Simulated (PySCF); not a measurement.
# Gas-phase XPS of `C#C/C=C/N=C`, computed

Compound: C5H5N.
Structure used (PBE0-D3(BJ)/def2-SVP), in Å, numbered top down from 1:
```
atom  x, y, z in Å
C1     3.3009    0.1521   -0.2865
C2     2.1721   -0.2962   -0.2621
C3     0.8709   -0.8538   -0.2403
C4    -0.2536   -0.1400   -0.0210
N5    -1.4881   -0.7626   -0.0157
C6    -2.5225   -0.0529    0.1952
H7     4.2965    0.5560   -0.3070
H8     0.7641   -1.9308   -0.4113
H9    -0.1966    0.9472    0.1561
H10   -3.5114   -0.5294    0.2033
H11   -2.4835    1.0396    0.3747
```

Theory: delta-SCF UKS SCAN, pcX-2 on the ionised atom, pcseg-1 elsewhere, spin-free X2C in PySCF 2.14.0. Binding energies are ΔSCF values: E(core-ionised, relaxed orbitals) − E(ground state) at a fixed geometry, referred to the vacuum level.

Problem. Give the core binding energies atom by atom.

Solution. 
```csv
atom(s),environment,level,binding energy (eV),above the level's lowest (eV),count
C4,vinylic carbon bearing nitrogen,C 1s,291.24,+1.20,1
C6,imine carbon,C 1s,291.16,+1.12,1
C3,alkene CH carbon,C 1s,290.98,+0.94,1
C2,alkyne carbon,C 1s,290.74,+0.70,1
C1,terminal alkyne carbon,C 1s,290.04,0.00,1
```

Lowest listed C 1s: C1, bonded to C (triple bond) and H. Highest, 1.20 eV above it: C4, bonded to N, C (double bond) and H. The widest gap between neighbouring values is 0.70 eV, between 290.04 and 290.74 eV. Summing the Pauling electronegativity differences to the bonded atoms, each weighted by its formal bond order, gives -0.35 for the lowest site and +0.14 for the highest; the largest sum, +0.28, belongs to C6, 0.08 eV below the top.

Problem. What is the C 1s shift of C4 against C3?

Solution. 291.24 − 290.98 = +0.26 eV, or +25 kJ/mol.

Problem. Which photon energy gives electrons from C 1s of C2 a kinetic energy of 50 eV, and what is their de Broglie wavelength?

Solution. hν = 290.74 + 50 = 340.74 eV, recoil neglected; λ = 12.264 Å/√(E/eV) = 1.73 Å.

Not every level is listed. Spin contamination (⟨S²⟩ against 0.75 for a pure doublet) is marked for C 1s of C2 (0.94), C 1s of C3 (0.87), C 1s of C4 (0.87) and C 1s of C6 (0.87), which makes these values less certain. No level of nitrogen is listed. One conformer (not necessarily the lowest) at the PBE0-D3(BJ)/def2-SVP geometry, without solvent, vibrations or thermal averaging.
